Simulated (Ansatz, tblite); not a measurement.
# The cluster Ga3−: rung by rung

Aim: run the singlet of the cluster Ga3− at one geometry on many levels, and compare frontier levels, spin and run time.

Method: as each input shows; program: Ansatz 0.2.0, Gaussian basis.

The runs, in order: GFN1-xTB, GFN2-xTB, PBE-D4/def2-TZVPD, r2SCAN-D4/def2-TZVPD, ωB97X-V/def2-TZVPD, HSE06-D4/def2-TZVPD, CAM-B3LYP-D4/def2-TZVPD, BHLYP-D4/def2-TZVPD, B97M-V/def2-TZVPD, PBE+5HF/def2-TZVPD, PBE+10HF/def2-TZVPD, PBE+15HF/def2-TZVPD, PBE+35HF/def2-TZVPD, PBE+50HF/def2-TZVPD, PBE-D4/def2-SVPD, PBE0-D4/def2-SVPD, HF/STO-3G, HF/6-31G, B3LYP-D4/6-31G, CCSD(T)/def2-TZVPPD, MP2/def2-TZVPD, RPA/def2-TZVPD.

1 further run of the same task is left out (set aside as unsound or not needed). Runs told in other sessions of the task aren't counted.

## (1) The relaxed structure

The geometry is that of the singlet, from an earlier relaxation (PBE-D4/def2-TZVPD). At that level it is the lowest of the isomers that a small search found.

3 atoms, charge -1, spin multiplicity 1.

Bond lengths: Ga1–Ga2 2.514 Å, Ga1–Ga3 2.514 Å, Ga2–Ga3 2.505 Å. Angles: Ga2–Ga1–Ga3 59.8°, Ga1–Ga2–Ga3 60.1°, Ga1–Ga3–Ga2 60.1°.

The ion is computed in the gas phase, without counter-ions or solvent.

PBE0-D4/def2-TZVPD was run before; its log isn't repeated, and its numbers join the tables.

## (2) GFN1-xTB

Tight binding, by tblite at 300 K electronic temperature and without a spin-polarisation term:

```python
tblite.interface.Calculator('GFN1-xTB', numbers, positions, charge=-1, uhf=0).singlepoint()
```

Energy -109.5814 eV, HOMO -3.46 eV, LUMO -2.93 eV; 0.003 s.

## (3) GFN2-xTB

Tight binding, by tblite at 300 K electronic temperature and without a spin-polarisation term:

```python
tblite.interface.Calculator('GFN2-xTB', numbers, positions, charge=-1, uhf=0).singlepoint()
```

Energy -97.0340 eV, HOMO -3.75 eV, LUMO -3.71 eV; 0.003 s.

## (4) PBE-D4/def2-TZVPD

start.molden holds the orbitals of an earlier run on this state, given as this run's starting guess.

in.yaml

```yaml
crystal:
  periodic: [false, false, false]
  atoms:
    - {symbol: Ga, position_ang: [-0.482345, -0.684299, 1.187777]}
    - {symbol: Ga, position_ang: [-0.356924, 1.382986, -0.237143]}
    - {symbol: Ga, position_ang: [0.839278, -0.698687, -0.950644]}
basis:
  gaussian: {orbitals: def2-TZVPD, initial_orbitals: start.molden}
total_charge: -1
hamiltonian: {xc: pbe, dispersion: d4}
scf: {omitted_lower_state_checks: [starts]}
output: {forces: true, orbitals: {seedname: orbitals}}
```

Started as:

```
ansatz run in.yaml --threads 4 --pin off --events-out ev --progress --plain --max-ram 3916MiB
```

Further steps of the session: r2SCAN-D4/def2-TZVPD; ωB97X-V/def2-TZVPD; HSE06-D4/def2-TZVPD; CAM-B3LYP-D4/def2-TZVPD; BHLYP-D4/def2-TZVPD; B97M-V/def2-TZVPD; PBE+5HF/def2-TZVPD; PBE+10HF/def2-TZVPD; PBE+15HF/def2-TZVPD; PBE+35HF/def2-TZVPD; PBE+50HF/def2-TZVPD; PBE-D4/def2-SVPD; PBE0-D4/def2-SVPD; HF/STO-3G; HF/6-31G; B3LYP-D4/6-31G; CCSD(T)/def2-TZVPPD; MP2/def2-TZVPD; RPA/def2-TZVPD.

Q: Predict the results of all the runs planned. Wanted: gap in def2-TZVPD, named functionals, smallest and largest; gap over the share of exact exchange; correlation energy, CCSD(T)/def2-TZVPPD; correlation energy, MP2/def2-TZVPD; PBE0 total energy, smallest basis above largest.

As calculated:

| quantity | value |
| --- | --- |
| gap in def2-TZVPD, named functionals, smallest and largest | 0.56 eV (PBE-D4), 5.10 eV (ωB97X-V) |
| gap over the share of exact exchange | 0.56 eV at 0, 3.00 eV at 0.5 |
| correlation energy, CCSD(T)/def2-TZVPPD | -19.01 eV |
| correlation energy, MP2/def2-TZVPD | -18.36 eV |
| PBE0 total energy, smallest basis above largest | 20.10 eV (def2-SVPD, def2-TZVPD) |

Over the named functionals in def2-TZVPD the gap runs from 0.56 eV (PBE-D4) to 5.10 eV (ωB97X-V); exact exchange widens it. Raising the share of exact exchange from 0 to 0.5 moves the HOMO by -1.32 eV and the LUMO by +1.12 eV. PBE-D4, r2SCAN-D4, B97M-V, HSE06-D4 put the HOMO above zero; others here keep it below zero, so the sign hangs on the functional's self-interaction and doesn't show that the species is unbound.
